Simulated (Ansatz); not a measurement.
`CC1=C(Cl)C1`, relaxed with RKS PBE0-D4/def2-TZVP in Ansatz 0.2.0 from a PBE-D4/def2-SVP geometry. The force threshold is 0.005 eV/Å; the program also tests the step.

The species carries charge 0 and has multiplicity 1.

Start:

```xyz
10

C    -0.627    1.217   -0.671
C    -0.124   -0.026   -0.061
C    -0.191   -1.295    0.255
Cl   -1.042   -2.772    0.210
C     1.052   -0.621    0.733
H     0.080    1.594   -1.441
H    -0.722    2.020    0.090
H    -1.615    1.065   -1.147
H     2.021   -0.812    0.221
H     1.169   -0.369    1.810
```

```
        step  energy (eV)  largest force (eV/Å)  largest move (Å)
           1  -16742.5716                 0.882             0.000
           2  -16742.6249                 0.292             0.029
           3  -16742.6309                 0.103             0.015
           4  -16742.6310                 0.034             0.002
5 (rejected)  -16742.6310                 0.031             0.004
           6  -16742.6310                 0.003             0.002
```

End:

```xyz
10

C    -0.622    1.206   -0.665
C    -0.118   -0.027   -0.056
C    -0.188   -1.274    0.253
Cl   -1.034   -2.728    0.205
C     1.047   -0.615    0.728
H     0.077    1.573   -1.422
H    -0.722    1.993    0.087
H    -1.593    1.045   -1.135
H     1.994   -0.804    0.219
H     1.159   -0.369    1.787
```

It took 19 s on 4 threads of an Arm Neoverse V1 on a shared host, with 0.46 GiB of host memory at the peak.
